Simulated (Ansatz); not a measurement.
A calculation with Ansatz (development build ahead of 0.2.0).

```yaml
crystal:
  periodic: [false, false, false]
  atoms:
    - { symbol: B, position_ang: [0.0, 0.0, 0.0] }
    - { symbol: H, position_ang: [0.66511, 0.66511, 0.66511] }
    - { symbol: H, position_ang: [0.66511, -0.66511, -0.66511] }
    - { symbol: H, position_ang: [-0.66511, 0.66511, -0.66511] }
    - { symbol: H, position_ang: [-0.66511, -0.66511, 0.66511] }
basis:
  gaussian: { orbitals: def2-TZVP }
total_charge: -1
hamiltonian:
  xc: hf
```

The input is written out in the form of the current development build from the run's settings.

Results

| Property | Result |
| --- | --- |
| Converged | yes |
| Total energy | -26.97272 hartree |
| Spin squared of the determinant | 0.000 |

Caution: no diffuse functions for an anion.
